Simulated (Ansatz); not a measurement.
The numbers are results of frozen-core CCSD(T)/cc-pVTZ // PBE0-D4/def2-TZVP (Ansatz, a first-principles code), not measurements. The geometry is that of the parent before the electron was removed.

Ansatz 0.2 input:
```yaml
crystal:
  periodic: [false, false, false]
  atoms:
    - { symbol: O, position_ang: [0.754371, -0.000004, -0.000003] }
    - { symbol: Si, position_ang: [-0.754371, 0.000004, 0.000003] }
basis:
  gaussian: { orbitals: cc-pVTZ }
correlation:
  method: ccsd_t
total_charge: 1
magnetization:
  spin_polarized: true
  initial_magnetization: 1
```

Output:

```
Functional definition: HF
391 factors; integrals over basis functions are off by at most 1.8e-3 eV
mean field evaluation 1: about -9874.4274 eV, gradient 6.2e1 eV
mean field evaluation 2: about -9874.4358 eV, gradient 6.2e1 eV
mean field evaluation 4: about -9889.0143 eV, gradient 9.4e0 eV
mean field evaluation 8: about -9889.8788 eV, gradient 1.4e0 eV
mean field evaluation 16: about -9890.1832 eV, gradient 1.1e-5 eV
mean field evaluation 32: about -9890.6448 eV, gradient 2.5e-4 eV
mean field evaluation 64: about -9890.0969 eV, gradient 1.5e0 eV
mean field evaluation 96: about -9890.6423 eV, gradient 2.1e-1 eV
mean field evaluation 128: about -9890.6436 eV, gradient 1.3e-1 eV
mean field evaluation 160: about -9885.2977 eV, gradient 3.0e0 eV
mean field evaluation 192: about -9890.1744 eV, gradient 4.3e0 eV
mean field evaluation 224: about -9886.8620 eV, gradient 1.2e-1 eV
mean field evaluation 256: about -9885.9402 eV, gradient 6.6e0 eV
mean field evaluation 288: about -9890.6424 eV, gradient 1.3e-1 eV
mean field evaluation 320: about -9882.8609 eV, gradient 2.1e-1 eV
mean field evaluation 352: about -9883.5766 eV, gradient 1.8e-1 eV
mean field evaluation 384: about -9886.7513 eV, gradient 2.7e0 eV
mean field evaluation 416: about -9884.2516 eV, gradient 6.2e0 eV
mean field evaluation 448: about -9889.3627 eV, gradient 1.1e0 eV
mean field evaluation 480: about -9888.9810 eV, gradient 2.6e0 eV
mean field evaluation 512: about -9888.8025 eV, gradient 3.2e0 eV
mean field evaluation 544: about -9889.2362 eV, gradient 1.1e0 eV
mean field evaluation 576: about -9889.4570 eV, gradient 2.7e0 eV
mean field evaluation 608: about -9882.1211 eV, gradient 2.6e-1 eV
mean field evaluation 640: about -9885.4018 eV, gradient 2.3e-3 eV
mean field evaluation 672: about -9884.9370 eV, gradient 2.3e0 eV
mean field evaluation 704: about -9880.7916 eV, gradient 7.8e-3 eV
mean field evaluation 736: about -9880.1499 eV, gradient 1.1e1 eV
mean field evaluation 768: about -9883.9835 eV, gradient 1.1e1 eV
mean field evaluation 800: about -9888.6593 eV, gradient 7.5e0 eV
mean field evaluation 832: about -9886.7187 eV, gradient 2.6e0 eV
mean field evaluation 864: about -9890.1832 eV, gradient 2.5e-6 eV
mean field -9890.64484575 eV, -363.4744939616 hartree, gradient 7.4e-6 eV, S^2 0.796615; 14 other end points of the search recorded, 0 dependent functions left out
determinant -9890.64484575 eV, -363.4744939616 hartree, with singles and doubles -9898.03163240 eV, -363.7459533638 hartree
determinant -9890.64262036 eV, -363.4744121799 hartree, with singles and doubles -9898.02278342 eV, -363.7456281697 hartree
determinant -9890.18320124 eV, -363.4575288386 hartree, with singles and doubles -9898.36184090 eV, -363.7580883023 hartree
determinant -9890.64484575 eV, -363.4744939616 hartree, with singles and doubles -9897.97398587 eV, -363.7438348931 hartree
determinant -9890.64262036 eV, -363.4744121799 hartree, with singles and doubles -9897.97550581 eV, -363.7438907499 hartree
determinant -9890.18320124 eV, -363.4575288386 hartree, with singles and doubles -9898.37515331 eV, -363.7585775246 hartree
6 core orbitals not correlated
reference -9890.18320124 eV, -363.4575288386 hartree; 5, 4 occupied and 53, 54 virtual orbitals, 391 factors
second order -7.44089739 eV of doubles, -0.00000000 eV of singles
cycle   1  -8.19195133 eV  change    7.4e-7 eV  update   2.2e-6
perturbative correction -0.40921471 eV, -0.0150383631 hartree
Total energy: -9898.78436728 eV, -363.7736158605 hartree
```

Cost: around 16 core-seconds (rough).
